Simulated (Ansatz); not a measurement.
Results of LDA (PAW; Ansatz, a first-principles code) for hcp Sc.

Excerpt of the program's output:

```
Relaxation: its limit of steps is 80 (relax.max_steps)
Crystal: 2 atoms, lattice volume = 46.870 Å³
Basis set: ecut = 520 eV, 1243 PW (Γ), exchange–correlation on 50×50×80 points (8 copies of the dense FFT grid, shifted against one another)
Bands: 15, of which v1, the nominal top of the filled ones, is band 11 counted from 1 (10 counted from 0)
Symmetry: 24 space group operations
Space group: P63/mmc (ITA 194), of the structure as read, at distance tolerance 3.6e-5 Å
k-points: 222 of 3240
Functional: x = slater, c = lda
SCF iter   1: F=—  HF=-4178.031813 eV  |F-HF|=—  |Δ(HF+E_count)|=         —  Δρ=4.72e-3  dr2=5.24e-3
SCF iter   2: F=—  HF=-4178.031145 eV  |F-HF|=—  |Δ(HF+E_count)|=   6.67e-4  Δρ=2.59e-3  dr2=1.61e-3
  ...
SCF 1 converged in 6 iterations: F = -4178.031276 eV  dr2 = 1.65e-10
Crystal: 2 atoms, lattice volume = 46.870 Å³
Initial density: handed on by an earlier stage of this run
SCF 2 converged in 7 iterations: F = -4178.031288 eV  dr2 = 1.13e-16
Crystal: 2 atoms, lattice volume = 46.870 Å³
SCF iter   5: F=-4178.031288 eV  HF=-4178.031288 eV  |F-HF|=1.82e-12  |Δ(HF+E_count)|=  9.09e-13  Δρ=1.93e-9  dr2=5.65e-16
SCF iter   6: F=-4178.031288 eV  HF=-4178.031288 eV  |F-HF|=0.00e0  |Δ(HF+E_count)|=  9.09e-13  Δρ=1.56e-10  dr2=4.20e-18
SCF 3 converged in 6 iterations: F = -4178.031288 eV  dr2 = 4.20e-18
SCF converged after 6 iterations
Free energy (F): -4178.031288 eV
Internal energy: -4177.999405 eV  (E = F + TS)
E sigma→0 (E₀):  -4178.015346 eV
Fermi energy:    9.560490 eV
--- Forces (eV/Å), atoms counted from 1 ---
  atom   1  Sc     0.00000000    -0.00000000     0.00000000
  atom   2  Sc    -0.00000000     0.00000000    -0.00000000
--- Stress (GPa, compression-positive) ---
       -2.266524       0.000000      -0.000000
        0.000000      -2.266524      -0.000000
       -0.000000      -0.000000      -2.253193
  P = ⅓ Tr σ = -2.2621 GPa (-22.621 kbar)
```

Problem. Write an input file that could have produced this run (the log leaves some choices open).

Solution. Several could match; the one computed here: 
Ansatz 0.2 input:
```yaml
crystal:
  lattice:
    - [1.6361928455, -2.8339691393, 0.0]
    - [1.6361928455, 2.8339691393, 0.0]
    - [0.0, 0.0, 5.0540055043]
  atoms:
    - { symbol: Sc, position: [0.3333333333, 0.6666666667, 0.25] }
    - { symbol: Sc, position: [0.6666666667, 0.3333333333, 0.75] }
basis:
  ecutwfc: 520
  ecutrho_ratio: 4
  xc_grid: 2
kpoints:
  mp_grid: { grid: [18, 18, 10] }
hamiltonian:
  xc: lda
  dispersion: none
  pseudopotentials: { kind: paw }
scf:
  occupations: { method: fermi_dirac, width: 0.05 }
output:
  forces: true
  stress: true
  eigenvalues: true
relax:
  f_tol: 0.004
  escape_saddle: false
  max_steps: 80
  cell: { stress_tol: 0.02, fix: [volume] }
```

The cell is one volume of an energy–volume scan, off the minimum.

The PAW data were made under PBE.

Computing time: about 26 core-seconds (a rough figure).
